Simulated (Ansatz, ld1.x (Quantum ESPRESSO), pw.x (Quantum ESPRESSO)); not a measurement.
**Os (Z = 76): one change to the TM potential, in the atom and in the bcc crystal**

```
Element                 : osmium
Generator               : ld1.x (Quantum ESPRESSO) 7.5
Type                    : norm-conserving Troullier–Martins (Kleinman–Bylander form)
Functional              : PBEsol
Relativity              : scalar-relativistic
Frozen core             : [Xe] 4f14
Valence charge          : 8
Reference configuration : 5d6 6s2 6p0
Partial waves           : 6p (bound, empty): rc 2.70 bohr; 5d (bound): rc 1.95 bohr; 6s (bound): rc 1.85 bohr
Local potential         : the s channel
Core correction         : Bessel-smoothed model core, default radius (core density twice the valence density)
```

Change: all radii but the core radius scaled by about 1.07 (s 1.98, p 2.90, d 2.10 bohr).

Cutoffs, loose and tight: the cutoffs (Ry, on a coarse ladder) from which the occupation-weighted sum of valence levels, in a spherical-Bessel basis at the reference potential, stays within 10 and 1 mRy of its value at 400 Ry. They do not see the model core or the augmentation charge, which bear on the density cutoff. Test errors are all-electron minus pseudo excitation energies from the reference, over the configurations 5d6 6s1 6p0; 5d6 6s0 6p0; 5d5 6s0 6p0; 5d6 6s1 6p1; 5d6.5 6s1.5 6p0; 5d6 6s0 6p1; 5d6 6s0 6p2; variants that change the core or the reference have their own tests.

Crystal test: bcc Os in pw.x 7.5, no spin, 15³ k-points, Fermi–Dirac smearing 0.01 Ry, cutoffs set for each file from its atomic test. The reference is all-electron LAPW (Ansatz 0.2.0) with the same functional, mesh and smearing; V0 and B0 come from Birch–Murnaghan fits to the pressures at five volumes. Errors are pseudo minus all-electron; Δ is the rms difference of the E(V) curves that follow from these fits, minima aligned, over ±6 % about the mean V0. Mesh and smearing are coarse, so the numbers serve the comparison and aren't converged zero-temperature values; the lattice is a test structure that the element need not adopt.

All-electron: a0 = 3.063 Å (V0 = 14.37 Å³/atom), B0 = 379.8 GPa.

Task: Does the change bring the crystal closer to the all-electron result?

Result: The mean pressure error goes from +9.38 to +11.85 GPa, so the change moves the solid further from the all-electron pressures.

```json
{"quantity": "outcome (atom)", "base": "generated", "changed": "generated"}
{"quantity": "cutoff, loose (atom)", "base": "40 Ry", "changed": "35 Ry"}
{"quantity": "cutoff, tight (atom)", "base": "70 Ry", "changed": "55 Ry"}
{"quantity": "bound ghosts (atom)", "base": "none", "changed": "none"}
{"quantity": "largest test error (meV) (atom)", "base": "-170", "changed": "-168"}
{"quantity": "cutoffs in pw.x (Ry)", "base": "85/340", "changed": "70/280"}
{"quantity": "a0 (Å)", "base": "3.087", "changed": "3.093"}
{"quantity": "a0 error (%)", "base": "+0.78", "changed": "+0.98"}
{"quantity": "B0 error (%)", "base": "-1.4", "changed": "-1.9"}
{"quantity": "Δ (meV/atom)", "base": "28.0", "changed": "35.1"}
{"quantity": "mean pressure error (GPa)", "base": "+9.38", "changed": "+11.85"}
```

Base: The largest radius (2.70 bohr) exceeds half the bond length (2.51 bohr), so the spheres overlap, which is one possible source of error among others. This is a poor potential for the solid. Changed file: The largest radius (2.90 bohr) exceeds half the bond length (2.51 bohr), so the spheres overlap, which is one possible source of error among others. This is a poor potential for the solid. The atomic cutoffs weigh occupied waves only.
